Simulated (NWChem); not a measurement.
SiH$_{3}$, doublet; SMILES [SiH3]

In the optimisation the excess spin sits in a (C3, its own frame).

### Question
Give the equilibrium geometry at PBE0-D3(BJ)/def2-TZVP, spin-unrestricted (NWChem) as a Z-matrix, with the point group.

### Answer
point group C3v; any orientation.
```
Si
H 1 1.4861
H 1 1.4861 2 111.22
H 1 1.4861 2 111.22 3 124.57
```
